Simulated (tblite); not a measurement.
PH4 (charge +1).
InChI=1S/H3P/h1H3/p+1

All values are computed: GFN2-xTB (tblite) harmonic vibrations without scaling, gas phase. The method is semi-empirical: single wavenumbers can be off by several per cent or more. Modes of hydrogen on phosphorus can be 10 to 20 % off.

Harmonic wavenumbers (cm⁻¹): 872.0, 872.2, 872.8, 1010.8, 1011.4, 2348.0, 2464.8, 2464.9, 2465.4.

A = 99545, B = 99466, C = 99442 MHz; mass 35.005 u (most abundant isotopes); point group Td, symmetry number 12.

What is the zero-point energy?

½Σν̃ = 7191 cm⁻¹ = 20.56 kcal/mol.

What is S at 400 K and 1 bar for an ideal gas of classical rigid rotors and harmonic oscillators?

Translation 38.08, rotation 12.38, vibration 1.62: S = 52.1 cal/(mol K).

And Cp and H(400 K) − H(0)?

Cp = 12.29 cal/(mol K), of which vibrations give 4.34 (their classical limit is 9 R = 17.9); H(400 K) − H(0) = 3.68 kcal/mol without the zero-point energy, 0.50 from vibrations.

How do the functions run with temperature in this model?

```tsv
T (K)	S (cal/(mol K))	Cp (cal/(mol K))	H − H(0) (kcal/mol)	G − H(0) (kcal/mol)	ln q(vib)
100	39.4	8.0	0.79	-3.15	0.00
200	45.0	8.5	1.61	-7.40	0.01
300	48.8	10.3	2.55	-12.10	0.06
500	55.0	14.0	4.99	-22.51	0.37
800	62.5	17.8	9.80	-40.17	1.11
1000	66.6	19.6	13.56	-53.09	1.66
```

q(vib) and H(0) count from the zero-point level.

What must be added to the electronic energy to get the Gibbs energy at 400 K and 1 bar?

ZPE + [H(400 K) − H(0)] − T·S = 20.56 + 3.68 − 20.83 = 3.41 kcal/mol.
